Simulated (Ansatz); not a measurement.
Reaction (SMILES): C=O (CH2-O) + 2 [H][H] (H2) → C (CH4) + O (H2O)
B3LYP-D3(BJ)/def2-TZVP geometries, fixed; electronic energies without zero-point terms.
Largest species:
```
C
H 1 1.0892
H 1 1.0892 2 109.47
H 1 1.0892 2 109.47 3 120.00
H 1 1.0892 2 109.47 3 -120.00
```
Charge 0, spin multiplicity 1.

Basis-set convergence of the energy of full hydrogenation at MP2 with Ansatz (a first-principles code). Cartesian d functions, on some or all atoms, in 6-31G**; all else is spherical. Cores are frozen. No added dispersion term, no relativity. Functions are those of the species that has most. Reference: Hartree-Fock in aug-cc-pVQZ plus the correlation part extrapolated as X^-3 from aug-cc-pVTZ and aug-cc-pVQZ, -61.28 kcal/mol, itself unsure by roughly 0.13 kcal/mol (a third of the extrapolation step and of the last Hartree-Fock step). Deviations are taken from unrounded values.

```csv
basis,functions,energy of full hydrogenation (kcal/mol),minus reference (kcal/mol)
6-31G,22,-49.65,11.63
pcseg-0,22,-46.33,14.95
def2-SVP,38,-54.90,6.38
pcseg-1,38,-54.97,6.31
6-31G**,40,-54.22,7.05
def2-SVPD,59,-62.16,-0.88
aug-cc-pVDZ,64,-61.60,-0.33
aug-pcseg-1,64,-59.09,2.18
cc-pVTZ,88,-58.97,2.30
def2-TZVPP,90,-59.96,1.32
def2-TZVPD,95,-57.34,3.94
def2-TZVPPD,111,-61.06,0.22
aug-cc-pVTZ,138,-61.07,0.21
aug-pcseg-2,138,-61.03,0.25
def2-QZVPP,177,-61.04,0.24
pcseg-3,192,-61.36,-0.09
def2-QZVPPD,195,-61.32,-0.04
aug-cc-pVQZ,264,-61.10,0.18
```
